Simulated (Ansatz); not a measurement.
Geometry optimisation, Ansatz 0.2.0, UKS PBE0/6-31G*.

Input file:

```yaml
crystal:
  periodic: [false, false, false]
  atoms:
    - { symbol: Si, position_ang: [-0.013793, 0.0089, -0.041386] }
    - { symbol: Cl, position_ang: [-0.339896, 0.223609, 2.030572] }
    - { symbol: H, position_ang: [1.449229, -0.026638, -0.28549] }
    - { symbol: H, position_ang: [-0.6288, 1.168782, -0.731164] }
    - { symbol: H, position_ang: [-0.643408, -1.258083, -0.485967] }
    - { symbol: "N", position_ang: [-0.30074, 0.195302, 4.966776] }
    - { symbol: H, position_ang: [-0.198776, -0.829922, 4.875866] }
    - { symbol: H, position_ang: [0.677584, 0.518051, 4.882193] }
magnetization:
  spin_polarized: true
  initial_magnetization: 1
basis:
  gaussian: { orbitals: "6-31G*" }
hamiltonian:
  xc: pbe0
relax:
  f_tol: 0.03
  max_steps: 50
output:
  orbitals: {}
```

Launched with:

```bash
$ ansatz run input.yaml --threads 1 --pin off --max-ram 2048MiB --backend cpu --events-out ev --progress --plain --runs-dir out
```

Task: Where does it end, and by what steps?

Result: It converged. The force dipped under the threshold on the way, but the program's further checks kept it going. After 14 steps the energy has fallen by 0.063 eV; N6 moved furthest, 0.69 Å.

```tsv
step	energy less start (eV)	largest force component (eV/Å)	accepted
0	0.0000	0.814	yes
1	-0.0206	0.817	yes
2	-0.0081	1.118	no
3	-0.0325	0.589	yes
4	-0.0467	0.098	yes
5	-0.0543	0.049	yes
6	-0.0545	0.049	yes
7	0.0959	3.147	no
8	-0.0571	0.140	yes
9	-0.0482	0.929	no
10	-0.0599	0.047	yes
11	-0.0616	0.051	yes
12	-0.0627	0.010	yes
13	-0.0459	0.998	no
14	-0.0627	0.024	yes
```

```xyz
8
Properties=species:S:1:pos:R:3
Si 0.003 -0.002 -0.146
Cl -0.257 0.168 1.901
H 1.459 -0.031 -0.426
H -0.632 1.172 -0.792
H -0.642 -1.260 -0.591
N 0.049 -0.033 5.519
H -0.426 -0.680 4.873
H 0.448 0.665 4.874
```

The run took 29 s on 1 thread of Intel(R) Xeon(R) 6975P-C (Granite Rapids), with other jobs on the host, peak memory 0.18 GiB.
